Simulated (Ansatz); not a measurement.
**Trichlorosilane (SiHCl₃): up Jacob's ladder to CCSD(T)**

The task here is to estimate one member of a computed series from the others.

Computed with Ansatz 0.2.0, Gaussian basis. Level: functionals in def2-TZVPP, the program's frozen cores in correlated methods.

Levels to be run: LDA (SPW92), PBE-D4, revPBE-D4, BLYP-D4, r2SCAN-D4, B97M-V, PBE0-D4, B3LYP-D4, r2SCANh-D4, r2SCAN0-D4, HSE06-D4, BHLYP-D4, CAM-B3LYP-D4, LC-ωPBE, ωB97X-V, ωB97M-V, B2PLYP, PBE-QIDH; CCSD(T)/def2-SVP; CCSD(T)/def2-TZVPP; CCSD(T)/def2-QZVPP; extrapolation to the limit; RPA on PBE.

### The relaxed structure

All runs share one geometry, relaxed beforehand with PBE0-D4 in a triple-zeta def2 set.

SMILES `Cl[SiH](Cl)Cl`, 5 atoms, charge 0, spin multiplicity 1.

Atoms are counted from 1 here; the program's logs count them from 0.

Bond lengths: Cl1–Si2 2.030 Å, Si2–Cl3 2.030 Å, Si2–Cl4 2.030 Å, Si2–H5 1.469 Å. Angles: Cl1–Si2–Cl3 109.5°, Cl1–Si2–Cl4 109.5°, Cl1–Si2–H5 109.4°, Cl3–Si2–Cl4 109.5°, Cl3–Si2–H5 109.4°, Cl4–Si2–H5 109.4°.

Set-up of the first run:

in.yaml reads:

```yaml
crystal:
  periodic: [false, false, false]
  atoms:
    - {symbol: Cl, position_ang: [1.690927, -0.571428, 0.891884]}
    - {symbol: Si, position_ang: [-0.081299, -0.012690, 0.075438]}
    - {symbol: Cl, position_ang: [0.017704, 1.933698, -0.491290]}
    - {symbol: Cl, position_ang: [-0.476020, -1.170517, -1.544185]}
    - {symbol: H, position_ang: [-1.151313, -0.179062, 1.068153]}
basis:
  gaussian: {orbitals: def2-TZVPP}
hamiltonian: {xc: lda}
output: {orbitals: {seedname: orbitals}}
```

Command:

```bash
$ ansatz run in.yaml --threads 2 --pin off --events-out ev --progress --plain --max-ram 32768MiB --backend cpu
```

Steps of the session up to this table: LDA; PBE-D4 (GGA); revPBE-D4 (GGA); BLYP-D4 (GGA); r2SCAN-D4 (meta-GGA); B97M-V (meta-GGA); PBE0-D4 (hybrid); B3LYP-D4 (hybrid); r2SCANh-D4 (hybrid); r2SCAN0-D4 (hybrid); HSE06-D4 (hybrid); BHLYP-D4 (hybrid); CAM-B3LYP-D4 (range-separated); LC-ωPBE (range-separated); ωB97X-V (range-separated); ωB97M-V (range-separated); B2PLYP (double hybrid); PBE-QIDH (double hybrid).

One of the session's tables, all rows but one given; the rest of the session is left out.

| functional | HOMO (eV) | gap (eV) |
| --- | --- | --- |
| LDA (SPW92) | -8.10 | 6.77 |
| PBE-D4 | -7.96 | 6.89 |
| revPBE-D4 | ? | ? |
| BLYP-D4 | -7.78 | 6.82 |
| r2SCAN-D4 | -8.35 | 7.67 |
| B97M-V | -8.45 | 7.76 |
| PBE0-D4 | -9.39 | 9.33 |
| B3LYP-D4 | -9.09 | 8.76 |
| r2SCANh-D4 | -8.86 | 8.53 |
| r2SCAN0-D4 | -9.64 | 9.82 |
| HSE06-D4 | -8.98 | 8.54 |
| BHLYP-D4 | -10.64 | 11.69 |
| CAM-B3LYP-D4 | -10.74 | 11.80 |
| LC-ωPBE | -12.20 | 14.55 |
| ωB97X-V | -11.80 | 14.04 |
| ωB97M-V | -11.62 | 13.62 |

Estimate the missing values for revPBE-D4.

The run gave: HOMO (eV): -7.92; gap (eV): 6.95. In the column «HOMO (eV)» it lies between PBE-D4 (-7.96) and BLYP-D4 (-7.78).
